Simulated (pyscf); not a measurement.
Thermochemistry of product channels of O=SiH–OH + HF on the singlet surface, in kcal/mol, from ωB97M-D3(BJ)/def2-TZVP energies (ideal gas, 1 atm, RRHO with modes under 100 cm⁻¹ raised to 100, one conformer, R ln 2 for rigid chiral ones). Structures and frequencies: ωB97X-D3(BJ)/def2-SVP in PySCF.

```tsv
products	ΔE	ΔH(298 K)	ΔG(298 K)	ΔG(600 K)
HO–SiH(OH)–F	-78.4	-76.5	-67.4	-58.3
O=Si(OH)–F + H₂	-24.5	-27.0	-25.5	-24.2
```

These are energies of the channels, which say nothing of barriers.
